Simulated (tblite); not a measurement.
Compound: C5H5S (doublet state).
InChI=1S/C5H5S/c6-5-3-1-2-4-5/h1,3-4H,2H2

Calculated harmonic vibrations of the isolated species, GFN2-xTB (tblite), most abundant isotopes, no scaling. The method is semi-empirical: single wavenumbers can be off by several per cent or more. Open shells enter through the occupations alone, without spin polarisation, and single modes of such species can be off by tens of per cent.

Harmonic wavenumbers (cm⁻¹): 187.8, 264.4, 329.1, 481.9, 546.6, 700.7, 740.7, 768.6, 865.6, 875.2, 890.1, 984.6, 1027.4, 1039.2, 1079.5, 1139.8, 1181.7, 1251.9, 1303.2, 1382.1, 1450.1, 1604.8, 2937.6, 2965.9, 3133.1, 3151.3, 3153.1.

A = 8389, B = 2092, C = 1692 MHz; mass 97.011 u (most abundant isotopes); point group Cs, symmetry number 1; spin multiplicity 2.

**Question.** What is the zero-point energy?

**Answer.** ½Σν̃ = 17718 cm⁻¹ = 211.95 kJ/mol.

**Question.** What is S at 298.15 K and 1 bar for an ideal gas of classical rigid rotors and harmonic oscillators?

**Answer.** Translation 165.91, rotation 112.07, vibration 34.28, spin (R ln 2) 5.76: S = 318.0 J/(mol K).

**Question.** And Cp and H(298.15 K) − H(0)?

**Answer.** Cp = 91.61 J/(mol K), of which vibrations give 58.36 (their classical limit is 27 R = 224.5); H(298.15 K) − H(0) = 16.61 kJ/mol without the zero-point energy, 6.69 from vibrations.

**Question.** Which modes carry the vibrational entropy at 298.15 K?

**Answer.** 187.8 cm⁻¹: 9.41; 264.4 cm⁻¹: 6.83; 329.1 cm⁻¹: 5.29; 481.9 cm⁻¹: 2.95; 546.6 cm⁻¹: 2.31; 700.7 cm⁻¹: 1.28 J/(mol K); the other 21 give 6.22 together.

**Question.** What must be added to the electronic energy to get the Gibbs energy at 298.15 K and 1 bar?

**Answer.** ZPE + [H(298.15 K) − H(0)] − T·S = 211.95 + 16.61 − 94.82 = 133.74 kJ/mol.

**Question.** How do the functions run with temperature in this model?

**Answer.** 
```csv
T (K),S (J/(mol K)),Cp (J/(mol K)),H − H(0) (kJ/mol),G − H(0) (kJ/mol),ln q(vib)
50,224.6,34.7,1.67,-9.56,0.01
100,251.0,43.1,3.60,-21.50,0.10
373.15,340.8,111.8,24.25,-102.92,2.15
500,377.7,140.2,40.32,-148.52,3.53
750,442.2,177.0,80.40,-251.23,6.47
1000,496.4,199.4,127.66,-368.74,9.38
```

q(vib) and H(0) count from the zero-point level.

Hindered rotation and anharmonicity are outside this model.
